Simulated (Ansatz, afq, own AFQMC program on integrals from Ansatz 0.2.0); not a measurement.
AFQMC on a folder of integrals that Ansatz 0.2.0 wrote.

```yaml
crystal:
  periodic: [false, false, false]
  atoms:
    - {symbol: Al, position_ang: [0.013519, 0.213100, 0.030944]}
    - {symbol: Cl, position_ang: [-0.120999, -1.907370, -0.276894]}
basis:
  gaussian: {orbitals: def2-TZVP}
magnetization: {spin_polarized: false}
correlation: {method: ccsd_t, electrons: outside_noble_gas, hamiltonian_folder: ham}
```

```sh
$ ansatz run in.yaml --threads 1 --pin off --events-out ev --progress --plain --max-ram 24576MiB --backend cuda --devices 0, --max-vram 18GiB
```

Options of the walk:

```
--method phaseless --trial cisd --walkers 4000 --populations 20 --least-time 60 --time-step 0.005 --steps-per-block 50 --equilibration-blocks 28 --max-blocks 4000 --target-error 0.00019 --factor-cut 1e-05 --seed 2530 --release-times 0.24,0.51,0.99,1.62,2.4 --release-step 0.03 --release-every 3 --taylor-order 6
```

Times are imaginary, in 1/Eh. The walk had a cap of 159 s. With eight or more populations the least sampling time is a fifth of least-time, and the error comes from their spread.

Output of the walk:

```
orbitals 64  electrons 5 5  factors 434 of 440
reference energy -701.49847859 Eh
CCSD correlation -0.26476225 Eh in 9 cycles, weight of the determinant in the CISD state 0.8651
energy of the start -701.763231 Eh
 block  time / (1/Eh)  mean weight  energy / Eh
     1     0.250  0.9997  -701.760293
     2     0.500  0.9998  -701.763442
     3     0.750  1.0001  -701.766677
     4     1.000  1.0003  -701.768632
     5     1.250  0.9998  -701.770054
    12     3.000  1.0000  -701.774785
    19     4.750  1.0000  -701.774200
    26     6.500  1.0000  -701.775580
    33     8.250  1.0001  -701.775888
    40    10.000  1.0000  -701.776411
    47    11.750  0.9998  -701.774843
    54    13.500  0.9999  -701.775779
    61    15.250  0.9998  -701.775082
    65    16.250  1.0001  -701.777212
    68    17.000  1.0001  -701.774797
    73    18.250  1.0000  -701.773591
    75    18.750  1.0001  -701.774426
    78    19.500  0.9995  -701.775019
error from the spread of 20 populations
released: time / (1/Eh)  energy / Eh  error  mean overlap
  0.24  -701.775343  0.000160  0.9986
  0.51  -701.775480  0.000142  0.9953
  0.99  -701.775630  0.000129  0.9913
  1.62  -701.775353  0.000138  0.9828
  2.40  -701.775475  0.000129  0.9821
energy -701.775384 +/- 0.000163 Eh
(rows thinned)
```

The run passed its tests (sampling time, drift between the halves within three errors, error under three times the target), which doesn't prove that it has relaxed. The second half of the sampling lies above the first by 2.0 errors of their difference, so the energy may still be moving and its error bar be too small.

Against this walk (error 4.4 meV) on the same determinant: CCSD(T) 31.4 meV higher, CCSDT(Q) 3.5 meV lower (within the noise). The error is statistical and leaves out the bias of the constraint. Released to 2.40 1/Eh the energy moves by -2 ± 6 meV (both errors), within twice the noise.

Cautions: constraint bias not in the error.

The walk took 75 s on 1 × NVIDIA H100 80GB HBM3 with 2 threads of AMD EPYC 7R13 Processor (Zen 3), with other jobs on the host (the card was shared). The log's last line is the phaseless energy.

CCSDT and higher add their correlation energy to the determinant of the CCSD(T) run, since their own runs factorise the integrals more tightly (a shift of under 2 meV). A walk keeps the symmetry of its determinant, which the program's search chose and which needn't be the lowest solution, so a lower state of the same spin and another symmetry isn't excluded.
